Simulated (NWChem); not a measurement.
**One shape, several levels: LiO (SMILES [Li][O])**

Wanted: a comparison of 6 runs (UHF/def2-TZVPPD, UB3LYP/6-31G*, U-r2SCAN/def2-TZVPPD, UM06-2X/def2-TZVPPD, UPBE/def2-TZVPPD, USVWN5/def2-TZVPPD) of LiO. 

The results are computed with NWChem 7.3.0.

9 further runs of the same task are left out: 1 that didn't finish, 8 set aside as unsound or not needed. Runs told in other sessions of the task aren't counted.

## 1. Starting point

LiO has 2 atoms, charge 0, and is taken as a doublet. SMILES: `[Li][O]`. The Li1–O2 distance was set to 3.025 Å, away from the relaxed value.

## 2. A single-point energy at UHF/def2-TZVPPD (run 1)

sp.nw

```
start sp
title "LiO energy"
memory 2200 mb

geometry units angstrom noautosym nocenter noautoz
  Li       0.000000       0.000000      -1.401960
  O        0.000000       0.000000       1.623240
end

basis spherical bse
  Li library def2-TZVPPD
  O library def2-TZVPPD
end

scf
  nopen 1
  uhf
  thresh 1e-08
  maxiter 80
end

task scf
```

Launch:

```bash
$ nwchem sp.nw > sp.out
```

Log:

```text
[...]
  functions       =    62
[...]
  wavefunction    = UHF
[...]
         Total SCF energy =    -82.249115887031
      One electron energy =   -121.443606816915
      Two electron energy =     34.996337427308
 Nuclear repulsion energy =      4.198153502576
                       Sz =      0.5000
                 Sz(Sz+1) =      0.7500
                      S^2 =      1.6826
[...]
```

Wall time 4.8 s (1 thread of Intel Xeon 6975P-C (Granite Rapids), shared host); peak memory 0.1 GiB.

## 3. The energy at UB3LYP/6-31G(d) (Cartesian functions) (run 2)

lio.nw

```
start lio
memory stack 880 mb heap 220 mb global 1100 mb

geometry units angstroms noautosym nocenter noautoz
  Li    0.000000    0.000000   -1.401960
  O     0.000000    0.000000    1.623240
end

basis
  Li library 6-31G*
  O library 6-31G*
end

dft
  xc b3lyp
  mult 2
  grid xfine
  convergence energy 1e-08
  iterations 100
  mulliken
end

task dft
```

Launch:

```bash
$ nwchem lio.nw > lio.out
```

Log:

```text
[...]
          Wavefunction type:  spin polarized.
          No. of atoms     :     2
          No. of electrons :    11
[...]
          Charge           :     0
          Spin multiplicity:     2
[...]
          AO basis - number of functions:    30
[...]
              XC Information
              --------------
                         B3LYP Method XC Potential
                     Hartree-Fock (Exact) Exchange  0.200
                        Slater Exchange Functional  0.800 local
                    Becke 1988 Exchange Functional  0.720 non-local
              Lee-Yang-Parr Correlation Functional  0.810
                  VWN I RPA Correlation Functional  0.190 local
[...]
 d= 0,ls=0.0,diis     1    -82.5121648543 -8.67D+01  4.79D-02  8.72D-02     0.3
[...]
 d= 0,ls=0.5,diis    63    -82.5946259386 -1.75D-09  3.86D-07  2.04D-08    12.7
[...]
         Total DFT energy =      -82.594625943804
      One electron energy =     -122.564419756603
           Coulomb energy =       46.141166658451
    Exchange-Corr. energy =      -10.369526348228
 Nuclear repulsion energy =        4.198153502576
[...]
      Total Density - Mulliken Population Analysis
     ---------------------------------------------
    Atom       Charge   Shell Charges
 -----------   ------   -------------------------------------------------------
    1 Li   3     2.62   2.00  0.35  0.05  0.21  0.03 -0.02
    2 O    8     8.38   1.99  0.96  2.64  1.05  1.76 -0.02
[...]
      <S2> =      1.1059 (Exact =     0.7500)
[...]
```

It took 14 s on 1 thread of Intel Xeon 6975P-C (Granite Rapids), shared host; peak memory 0.11 GiB.

Runs 3 to 5 aren't shown in full; the table further down has their settings and results.

## 4. The energy at USVWN5/def2-TZVPPD (run 6)

run.py

```python
from ase import Atoms
from ase.calculators.nwchem import NWChem

atoms = Atoms(['Li', 'O'], positions=[
    [-0.000000, -0.000000, -1.401960],
    [0.000000, 0.000000, 1.623240],
])

calc = NWChem(
    label='struct',
    theory='dft',
    memory='2200 mb',
    basis='def2-TZVPPD',
    basispar='spherical bse',
    dft={'xc': 'slater vwn_5', 'mult': '2', 'grid': 'xfine', 'convergence': 'energy 1e-08', 'iterations': '100', 'mulliken': None},
    task='energy',
)
atoms.calc = calc

print(f"energy = {atoms.get_potential_energy():.6f} eV")
```

Launch:

```bash
$ export ASE_NWCHEM_COMMAND="nwchem PREFIX.nwi > PREFIX.nwo"
$ python run.py
```

Log:

```text
energy = -2229.861948 eV
```

The calculator wrote struct.nwi:

```
title "struct"

permanent_dir struct

scratch_dir struct

start struct

geometry units angstrom nocenter noautosym noautoz
  Li -0.0000000000000000e+00 -0.0000000000000000e+00 -1.4019600000000001e+00
  O  0.0000000000000000e+00 0.0000000000000000e+00 1.6232400000000000e+00
end

memory 2200 mb

basis spherical bse noprint
   * library def2-TZVPPD
end

dft
  xc slater vwn_5
  mult 2
  grid xfine
  convergence energy 1e-08
  iterations 100
  mulliken
end

task dft energy
```

struct.nwo:

```text
Northwest Computational Chemistry Package (NWChem) 7.3.0
             --------------------------------------------------------

           Job information
           ---------------

    nwchem branch   = 7.3.0
    use scalapack   = T
    input           = struct.nwi
    prefix          = struct.
    data base       = struct/struct.db
    status          = startup
    nproc           =        1

           Memory information
           ------------------

    heap     =     72089598 doubles =      550.0 Mbytes
    stack    =     72089595 doubles =      550.0 Mbytes
    global   =    144179200 doubles =     1100.0 Mbytes (distinct from heap & stack)
    total    =    288358393 doubles =     2200.0 Mbytes
    verify   = yes
    hardfail = no

           Directory information
           ---------------------

  0 permanent = struct
  0 scratch   = struct

                                NWChem Input Module
                                -------------------

                                      struct
                                      ------

[... 21 lines left out ...]
            Nuclear Dipole moment (a.u.)
[... 28 lines left out ...]
  convergence criterion.
[... 16 lines left out ...]
          Convergence on density requested:  1.00D-05
[... 18 lines left out ...]
          Spatial weights used:  Erf1
[... 3 lines left out ...]
          Convergence aids based upon iterative change in
[... 102 lines left out ...]
         Total DFT energy =      -81.945915814541
[... 1 line left out ...]
           Coulomb energy =       46.017228422294
[... 1 line left out ...]
 Nuclear repulsion energy =        4.198153502576
[... 460 lines left out ...]
                     DFT Final Beta Molecular Orbital Analysis
[... 512 lines left out ...]
   alpha     51     52     53     54     55     56     57     58     59     60
    beta     48     50     53     54     55     57     56     59     58     60
 overlap   0.880  0.843  1.000  1.000  1.000  0.870  1.000  1.000  1.000  0.870

   alpha     61     62
    beta     61     62
 overlap   1.000  1.000

     --------------------------
     Expectation value of S2:
     --------------------------
      <S2> =      0.8974 (Exact =     0.7500)

 center of mass
 --------------
 x =   0.00000000 y =   0.00000000 z =   1.32443335

 moments of inertia (a.u.)
 ------------------
         159.383530367710           0.000000000000           0.000000000000
           0.000000000000         159.383530367710           0.000000000000
           0.000000000000           0.000000000000           0.000000000000

     Multipole analysis of the density
     ---------------------------------

     L   x y z        total         alpha         beta         nuclear
     -   - - -        -----         -----         ----         -------
     0   0 0 0     -0.000000     -6.000000     -5.000000     11.000000

     1   1 0 0      0.000001      0.000000      0.000000      0.000000
[... 8 lines of this table left out ...]
     2   0 0 2     -6.608358    -56.395740    -46.544722     96.332103

 Task  times  cpu:       12.5s     wall:       12.5s
 Total times  cpu:       12.5s     wall:       12.5s
```

Wall time 14 s (1 thread of Intel Xeon 6975P-C (Granite Rapids), shared host); peak memory 0.12 GiB.

## 5. All runs side by side

```csv
run,level,Cartesian functions,iteration cap,energy (Eh),dipole moment (D),HOMO energy (eV),LUMO energy (eV),wall time
1,UHF/def2-TZVPPD,no,80,-82.249116,0.79,-5.42,0.52,4.8 s
2,UB3LYP/6-31G* (Cartesian functions),yes,100,-82.594626,6.76,-4.24,-2.61,14 s
3,U-r2SCAN/def2-TZVPPD,no,100,-82.594540,9.13,-3.72,-2.93,40 s
4,UM06-2X/def2-TZVPPD,no,100,-82.594625,11.27,-5.42,-3.19,57 s
5,UPBE/def2-TZVPPD,no,100,-82.535517,8.73,-3.61,-3.25,41 s
6,USVWN5/def2-TZVPPD,no,100,-81.945916,9.34,-3.46,-3.27,14 s
```

## 6. Summary of results

| quantity | value |
| --- | --- |
| run 6: total energy | -81.94592 Eh |
| run 6: dipole moment | 9.34 D |
| run 6: HOMO energy (highest over α and β) | -3.46 eV |
| run 6: LUMO energy (lowest over α and β) | -3.27 eV |
| run 6: ⟨S²⟩ | 0.897 |

**Reading.** The dipole moment (its size) runs from 0.79 D (UHF/def2-TZVPPD) to 11.27 D (UM06-2X/def2-TZVPPD). So wide a spread suggests that the runs ended on unlike SCF solutions, not only an effect of the method. Totals of different functionals can't be ranked against each other. Spin contamination of the reference: run 1 ⟨S²⟩ = 1.68, run 2 ⟨S²⟩ = 1.11, run 3 ⟨S²⟩ = 0.98, run 5 ⟨S²⟩ = 0.94, run 6 ⟨S²⟩ = 0.90. Where it is this large, the reference is a mixture of spin states, and values that rest on it are in doubt. All runs together took 2.8 min, the longest 57 s.
